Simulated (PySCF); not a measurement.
Core-level binding energies of `OCC=C1C=C1`

Compound: C5H6O.
Bonds: O1–C2, C2–C3, C3–C4 (double), C4–C5, C5–C6 (double), C4–C6. Hydrogens: H7 on O1; H8, H9 on C2; H10 on C3; H11 on C5; H12 on C6.

Level of theory: delta-SCF UKS SCAN, pcX-2 on the ionised atom, pcseg-1 elsewhere, spin-free X2C in PySCF. Each binding energy is the total energy of the core-ionised species, with the hole localised on one atom, minus that of the ground state; both are solved self-consistently, so orbital relaxation is included.

Task: List the computed XPS lines with their assignment.

Result: 
```json
{"atom(s)": "C3", "bonded to": "C (double bond), C and H", "level": "C 1s", "binding energy (eV)": "289.33", "above the level's lowest (eV)": "0.00", "count": "1"}
{"atom(s)": "C4", "bonded to": "C (double bond) and 2 C", "level": "C 1s", "binding energy (eV)": "290.95", "above the level's lowest (eV)": "+1.62", "count": "1"}
{"atom(s)": "C6", "bonded to": "C (double bond), C and H", "level": "C 1s", "binding energy (eV)": "291.22", "above the level's lowest (eV)": "+1.89", "count": "1"}
{"atom(s)": "C5", "bonded to": "C (double bond), C and H", "level": "C 1s", "binding energy (eV)": "291.22", "above the level's lowest (eV)": "+1.89", "count": "1"}
{"atom(s)": "C2", "bonded to": "O, C and 2 H", "level": "C 1s", "binding energy (eV)": "291.71", "above the level's lowest (eV)": "+2.38", "count": "1"}
{"atom(s)": "O1", "bonded to": "C and H", "level": "O 1s", "binding energy (eV)": "538.02", "above the level's lowest (eV)": "0.00", "count": "1"}
```

Lowest listed C 1s: C3, bonded to C (double bond), C and H. Highest, 2.38 eV above it: C2, bonded to O, C and 2 H. The widest gap between neighbouring values is 1.62 eV, between 289.33 and 290.95 eV. Summing the Pauling electronegativity differences to the bonded atoms, each weighted by its formal bond order, gives -0.35 for the lowest site and +0.19 for the highest; no listed site has a larger sum than the highest. The values 291.22 and 291.22 eV lie too close for their order to be trusted.

Task: What is the C 1s shift of C4 against C2?

Result: 290.95 − 291.71 = -0.76 eV, or -73 kJ/mol.

The unrestricted hole states depart most from a pure doublet (⟨S²⟩ = 0.75; over 0.85 named) for C 1s of C5 (0.94) and C 1s of C6 (0.95), which makes these values less certain. Isolated species at its GFN2-xTB geometry (one conformer only).

On an Arm Neoverse V1 with one thread, shared host, this took 63 s wall.

Shape of the structure used: `[OH:1][CH2:2][CH:3]=[C:4]1[CH:5]=[CH:6]1`: O1–C2–C3–C4 -113°, H–O1–C2–C3 -178°.
